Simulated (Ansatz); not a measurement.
Relaxation of CH2BSi (5 atoms, charge 0, multiplicity 2), to a largest force component of 0.02 eV/Å in at most 50 steps.

These are results of UKS PBE0/def2-SVP (Ansatz 0.2.0), not measurements.

```xyz
5
Properties=species:S:1:pos:R:3
B -0.994 -1.106 0.122
C -0.197 -0.018 -0.007
Si 0.672 1.483 -0.243
H -1.604 -2.071 0.249
H 2.122 1.712 -0.122
```

Task: Where does it end, and by what steps?

Result: It converged. After 6 steps the energy has fallen by 0.165 eV; C2 moved furthest, 0.12 Å.

```json
{"step": "0", "energy less start (eV)": "0.0000", "largest force component (eV/Å)": "2.127", "accepted": "yes"}
{"step": "1", "energy less start (eV)": "-0.1423", "largest force component (eV/Å)": "0.704", "accepted": "yes"}
{"step": "2", "energy less start (eV)": "-0.1597", "largest force component (eV/Å)": "0.101", "accepted": "yes"}
{"step": "3", "energy less start (eV)": "-0.1609", "largest force component (eV/Å)": "0.090", "accepted": "yes"}
{"step": "4", "energy less start (eV)": "-0.1641", "largest force component (eV/Å)": "0.062", "accepted": "yes"}
{"step": "5", "energy less start (eV)": "-0.1649", "largest force component (eV/Å)": "0.029", "accepted": "yes"}
{"step": "6", "energy less start (eV)": "-0.1649", "largest force component (eV/Å)": "0.009", "accepted": "yes"}
```

```xyz
5
Properties=species:S:1:pos:R:3
B -0.940 -1.091 0.124
C -0.079 -0.029 -0.003
Si 0.579 1.516 -0.256
H -1.641 -2.042 0.245
H 2.082 1.646 -0.110
```

Run time: 17 s on 1 thread of Intel(R) Xeon(R) 6975P-C (Granite Rapids), on a shared host, peak memory 0.15 GiB.
